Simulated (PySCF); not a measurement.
Species: C3H8N (charge +1).
SMILES with atom numbers: `[CH2:1]=[N+:2]([CH3:3])[CH3:4]` (hydrogens: H5, H6 on C1; H7, H8, H9 on C3; H10, H11, H12 on C4)

Level of theory: MP2 and CCSD/aug-cc-pVDZ in PySCF, restricted Hartree–Fock reference, 4 core orbitals frozen, non-relativistic, gas phase, PBE0-D3(BJ)/def2-SVP geometry.

E(HF) = -172.48652 Eh.

(1) How large is the problem?

(2) What are the MP2 and CCSD correlation energies?

(3) What is the T1 diagnostic?

Results:

(1) 164 basis functions and 32 electrons; 4 orbitals frozen, which leaves o = 12 correlated occupied and v = 148 virtual orbitals. That is o·v = 1776 singles and o·v(o·v + 1)/2 = 1577976 distinct closed-shell doubles amplitudes before symmetry; the costliest CCSD step grows as o²v⁴ = 6.9 × 10^10.

(2) MP2 -0.6008 Eh and CCSD -0.6522 Eh, which gives totals of -173.08735 and -173.13868 Eh. That is 0.739 eV for each correlated electron at CCSD (1712 kJ/mol in all, 0.377 % of the total energy); MP2 gives 92.1 % of the CCSD value.

(3) 0.0127, below the customary warning level of 0.02. It is the norm of the spatial-orbital singles amplitudes over the root of the number of correlated electrons, so the norm is 0.062.

Connected triples and the basis-set limit are missing.
